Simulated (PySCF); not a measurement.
Compound: CH6NP.
InChI=1S/CH6NP/c1-2-3/h1,3H3

Computed with PySCF 2.14.0, PBE0-D3(BJ)/def2-SVP geometry optimisation, gas phase.

Masses are those of the commonest isotopes; rigid-rotor values at the optimised geometry. 

Task: Give the principal moments of inertia and the rotational constants in cm⁻¹.

Result: Ia = 13.05, Ib = 91.06, Ic = 96.21 u·Å²; 505379 MHz·u·Å²/I gives 38736, 5550 and 5253 MHz, that is A = 1.29209, B = 0.18513, C = 0.17522 cm⁻¹.

Task: What kind of rotor is it?

Result: A near-prolate asymmetric top; Ray's κ = -0.982.

Task: What does the inertial defect say?

Result: Not planar: Δ = Ic − Ia − Ib = -7.90 u·Å². For a rigid frame Δ = −2 Σ m c², so Σ m c² = 3.95 u·Å² lies off the ab plane, practically all of it from hydrogen. The atom farthest from that plane is 1.09 Å away.

Task: Give the coordinates in the principal-axis frame, origin at the centre of mass.

Result: The sense of each axis is arbitrary; atoms in the order of the calculation.
| atom | mass (u) | a (Å) | b (Å) | c (Å) |
| --- | --- | --- | --- | --- |
| C1 | 12.000 | -1.714 | -0.228 | 0.000 |
| N2 | 14.003 | -0.495 | 0.529 | 0.000 |
| P3 | 30.974 | 0.938 | -0.080 | 0.000 |
| H4 | 1.008 | -1.855 | -0.859 | -0.903 |
| H5 | 1.008 | -2.572 | 0.464 | 0.028 |
| H6 | 1.008 | -1.831 | -0.901 | 0.875 |
| H7 | 1.008 | 1.421 | -0.900 | -1.087 |
| H8 | 1.008 | 1.904 | 0.949 | 0.014 |
| H9 | 1.008 | 1.407 | -0.923 | 1.075 |

Task: Predict some low-J microwave lines.

Result: The dipole components are |μa| = 1.96 D, |μb| = 1.49 D, |μc| = 0.00 D; the mirror of this Cs structure is the ab plane, so μc vanishes by symmetry and there are no c-type lines. Intensities carry the squares of the components, which stand as 1.00 : 0.58 (a : b). Some lines, for components of 0.1 D or more:

| type | branch | J(Ka,Kc) | MHz | lower level (cm⁻¹) |
| --- | --- | --- | --- | --- |
| a | Q | 2(1,1) ← 2(1,2) | 891 | 2.178 |
| a | Q | 3(1,2) ← 3(1,3) | 1782 | 3.244 |
| a | R | 2(1,2) ← 1(1,1) | 21309 | 1.467 |
| a | R | 2(0,2) ← 1(0,1) | 21604 | 0.360 |
| a | R | 2(1,1) ← 1(1,0) | 21903 | 1.477 |
| a | R | 3(2,1) ← 2(2,0) | 32417 | 5.529 |
| a | R | 3(1,2) ← 2(1,1) | 32853 | 2.208 |
| b | Q | 2(1,1) ← 2(0,2) | 33782 | 1.081 |
| b | Q | 3(1,2) ← 3(0,3) | 34234 | 2.162 |
| b | R | 1(1,1) ← 0(0,0) | 43989 | 0.000 |
| b | R | 2(1,2) ← 1(0,1) | 54495 | 0.360 |
| b | R | 3(1,3) ← 2(0,2) | 64853 | 1.081 |
| b | Q | 3(2,1) ← 3(1,2) | 99124 | 3.304 |
| b | Q | 3(3,0) ← 3(2,1) | 166664 | 6.610 |
| b | Q | 3(3,1) ← 3(2,2) | 166673 | 6.610 |
| b | R | 3(3,0) ← 2(2,1) | 199082 | 5.529 |

Task: Estimate the classical rotational partition function at 10 K, 100 K and 200 K.

Result: Point group Cs, symmetry number σ = 1; q = (√π/σ)·√((kT/h)³/(ABC)), k/h = 20836.6 MHz/K: 159 at 10 K, 5020 at 100 K, 14200 at 200 K.

No PBE0-D3(BJ)/def2-SVP frequencies stand behind this structure, so it isn't proved a minimum. Zero-point vibration and centrifugal distortion are left out. A rigid rotor knows nothing of internal rotation, which can split or shift real lines. Quadrupole hyperfine structure (14N) is left out.
